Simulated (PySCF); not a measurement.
This PySCF input asks for the NMR shieldings of `InChI=1S/CClF/c2-1-3`; the geometry comes from PBE0-D3(BJ)/def2-SVP.

```python
import basis_set_exchange as bse
import numpy as np
from pyscf import gto, dft
from pyscf.prop import nmr

atoms = """
F    -1.132851   -0.325415    0.013740
C    -0.195218    0.551116   -0.056176
Cl    1.311658   -0.322911    0.022546
"""
names = dict.fromkeys(["F", "C", "Cl"], "pcSseg-1")
basis = {el: gto.basis.parse(bse.get_basis(n, elements=[el], fmt="nwchem")) for el, n in names.items()}
mol = gto.M(atom=atoms, basis=basis, charge=0, verbose=0)
mf = dft.RKS(mol, xc="PBE0")
mf.grids.level = 2
mf.grids.alignment = dft.numint.BLKSIZE   # the property module wants whole blocks of grid points
mf.conv_tol = 1e-9
mf.kernel()

calc = nmr.RKS(mf)   # GIAO
C = mf.mo_coeff
Co = C[:, mf.mo_occ > 0]
resp = mf.gen_response(singlet=True, hermi=2)
def vind(x):   # induced exchange potential for any number of trial vectors
    d = np.einsum("pi,xij,qj->xpq", C, 2 * x.reshape(-1, C.shape[1], Co.shape[1]), Co, optimize=True)
    return np.einsum("xpq,pi,qj->xij", resp(d - d.transpose(0, 2, 1)), C, Co, optimize=True).ravel()
mo1, _ = nmr.rhf.solve_mo1(calc, with_cphf=vind)
sigma = calc.kernel(mo1)
for i, s in enumerate(sigma):   # ppm
    print("%2d %-2s %9.2f" % (i, mol.atom_pure_symbol(i), np.trace(s) / 3))
```

Question: Give the expected output.

Answer: 
```
 0 F    -254.55
 1 C    -283.65
 2 Cl     15.09
```

These numbers come from an equivalent density-fitted implementation of the same equations, which agrees with the script to about 0.01 ppm for H and up to a few tenths of a ppm for heavy atoms, so last digits may differ.

Question: Turn these shieldings into chemical shifts. References, each an isolated molecule treated in the same way: $^{19}$F (σ = 177.25 ppm) against CFCl3; TMS for $^{13}$C (σ = 184.41 ppm); $^{35}$Cl (σ = 943.27 ppm) against HCl.

Answer: Averaging equivalent atoms: F 0: 431.8; C 1: 468.1; Cl 2: 928 ppm. Unscaled 19F shifts against computed CFCl3 carry errors that often reach 10 to 50 ppm.

Size and cost of the density-fitted run: 58 basis functions, 2 s wall time on 1 thread of an Arm Neoverse V1, shared host; peak memory 0.28 GiB.
